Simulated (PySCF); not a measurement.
Bond stretch in SMILES O. The O1–H3 bond (O1 also carries H; H3 carries nothing else) is varied alone, starting from the PBE0/def2-TZVP optimised geometry.

- UKS-BLYP = unrestricted BLYP/6-31G (PySCF)
- UMP2 = MP2 on UHF/6-31G, 1 core orbital frozen run with PySCF 2.14.0
- UKS-CAM-B3LYP = unrestricted CAM-B3LYP/6-31G run with PySCF

Energies are in kJ/mol, each relative to the lowest point of its own curve near equilibrium.

```tsv
R / Å	UKS-BLYP	UMP2	UKS-CAM-B3LYP
0.71	344.2	335.1	329.6
0.77	178.0	169.2	166.0
0.81	106.4	98.5	96.2
0.86	48.4	42.1	40.8
0.90	…	16.1	15.4
0.92	11.8	8.1	7.7
0.96	1.8	0.0	0.0
1.00	0.0	0.3	0.7
1.01	0.6	1.5	…
1.05	6.4	9.4	10.3
1.11	22.8	29.3	30.7
1.18	…	60.2	62.4
1.28	…	111.8	115.5
1.45	179.6	…	211.6
1.60	250.2	343.3	…
1.72	301.8	377.2	344.9
1.92	369.0	405.2	399.7
2.10	406.6	416.2	427.6
2.35	436.3	422.9	448.4
2.59	451.3	425.4	458.3
2.89	461.0	426.7	464.2
3.34	467.1	427.4	467.7
```

Some entries are withheld; supply them.


- 0.90, UKS-BLYP: 20.8
- 1.01, UKS-CAM-B3LYP: 1.9
- 1.18, UKS-BLYP: 49.8
- 1.28, UKS-BLYP: 95.8
- 1.45, UMP2: 261.0
- 1.60, UKS-CAM-B3LYP: 293.1

The unrestricted determinant behind UKS-BLYP is spin-contaminated at 1.92 to 3.34 Å (<S²> up to 1.0, against 0.00 for a pure singlet). The unrestricted determinant behind UMP2 is spin-contaminated at 1.45 to 3.34 Å (<S²> up to 1.0, against 0.00 for a pure singlet). The unrestricted determinant behind UKS-CAM-B3LYP is spin-contaminated at 1.60 to 3.34 Å (<S²> up to 1.0, against 0.00 for a pure singlet).
